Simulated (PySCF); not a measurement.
# C6H6: the cost of one run

Method: levels as typed in each script, gas phase, geometry from GFN2-xTB; program: PySCF 2.14.0.

## (1) Where the work starts

SMILES `C=C1C=CC=C1`, 12 atoms, charge 0, spin multiplicity 1.

Bond lengths: C1–C2 1.334 Å, C1–H7 1.078 Å, C1–H8 1.078 Å, C2–C3 1.464 Å, C2–C6 1.463 Å, C3–C4 1.343 Å, C3–H9 1.074 Å, C4–C5 1.458 Å, C4–H10 1.075 Å, C5–C6 1.343 Å, C5–H11 1.075 Å, C6–H12 1.074 Å. Angles: C2–C1–H7 121.7°, C2–C1–H8 121.6°, H7–C1–H8 116.7°, C1–C2–C3 127.1°, C1–C2–C6 127.2°, C3–C2–C6 105.7°, C2–C3–C4 108.1°, C2–C3–H9 123.8°, C4–C3–H9 128.0°, C3–C4–C5 109.0°, C3–C4–H10 127.2°, C5–C4–H10 123.8°, C4–C5–C6 109.0°, C4–C5–H11 123.8°, C6–C5–H11 127.2°, C2–C6–C5 108.1°, C2–C6–H12 123.8°, C5–C6–H12 128.0°.

As a file:

```mol
C6H6
  3D, bonds by distance, orders not assigned

 12 12  0  0  0  0  0  0  0  0999 V2000
   -2.0914   -0.0001    0.0000 C   0  0
   -0.7572    0.0003    0.0000 C   0  0
    0.1266   -1.1663    0.0000 C   0  0
    1.3962   -0.7287    0.0000 C   0  0
    1.3961    0.7288    0.0000 C   0  0
    0.1264    1.1662    0.0000 C   0  0
   -2.6568   -0.9177    0.0000 H   0  0
   -2.6570    0.9172    0.0000 H   0  0
   -0.2230   -2.1815    0.0000 H   0  0
    2.2901   -1.3265    0.0000 H   0  0
    2.2899    1.3267    0.0000 H   0  0
   -0.2234    2.1813    0.0000 H   0  0
  1  2  8  0
  2  3  8  0
  3  4  8  0
  4  5  8  0
  5  6  8  0
  1  7  8  0
  1  8  8  0
  3  9  8  0
  4 10  8  0
  5 11  8  0
  6 12  8  0
  2  6  8  0
M  END
```

## (2) Response to an electric field (wB97X/6-31g*)

File input.py:

```python
import numpy as np
from pyscf import gto, scf, dft
from pyscf.scf import atom_ks, atom_hf
from scipy.linalg import block_diag

def solve(mol, dm0=None, hcore=None):
    mf = (dft.UKS if mol.spin else dft.RKS)(mol, xc='wb97x')
    mf.grids.level = 3
    mf = mf.density_fit(auxbasis='def2-universal-jkfit')
    mf.conv_tol, mf.max_cycle = 1e-8, 80
    if hcore is not None:
        mf.get_hcore = lambda *args: hcore
    mf.kernel(dm0)
    if not mf.converged:
        mf = mf.newton().run(mf.mo_coeff, mf.mo_occ, max_cycle=30)
    assert mf.converged, 'SCF not converged'
    return mf

mol = gto.M(atom='''
C     -2.09142    -0.00013     0.00000
C     -0.75720     0.00027     0.00000
C      0.12663    -1.16630     0.00000
C      1.39619    -0.72872     0.00000
C      1.39607     0.72880     0.00000
C      0.12644     1.16618     0.00000
H     -2.65682    -0.91775     0.00000
H     -2.65697     0.91716     0.00000
H     -0.22301    -2.18148     0.00000
H      2.29008    -1.32648     0.00000
H      2.28986     1.32671     0.00000
H     -0.22337     2.18130     0.00000
''', basis='6-31g*', charge=0, spin=0, verbose=4)
field = np.array([-0.0, -0.0, -0.002])  # atomic units
mol.set_common_orig(mol.atom_charges() @ mol.atom_coords() / mol.atom_charges().sum())
mf = solve(mol)
out = dict(dm0=mf.make_rdm1(), d0=mf.dip_moment(unit='AU'), e0=mf.e_tot)
for name, sign in (('p', 1), ('m', -1)):
    h = mf.get_hcore() + sign * np.einsum('x,xij->ij', field, mol.intor('int1e_r'))
    mi = solve(mol, mf.make_rdm1(), h)
    out.update({'dm' + name: mi.make_rdm1(), 'd' + name: mi.dip_moment(unit='AU'), 'e' + name: mi.e_tot})
# spherically averaged free atoms, for the promolecule
atm = atom_ks.get_atm_nrks(mol, xc='wb97x')
pro = block_diag(*[(atm[a[0]][2] * atm[a[0]][3]) @ atm[a[0]][2].T for a in mol._atom])
np.savez('result.npz', pro=pro, **out)
```

Command:

```console
$ OMP_NUM_THREADS=1 python input.py
```

Q: Estimate wall time and peak memory on 1 thread of Intel Xeon Platinum 8259CL at 2.50GHz (Skylake/Cascade Lake), shared host.

About 25 s, with a peak of 0.5 GiB.
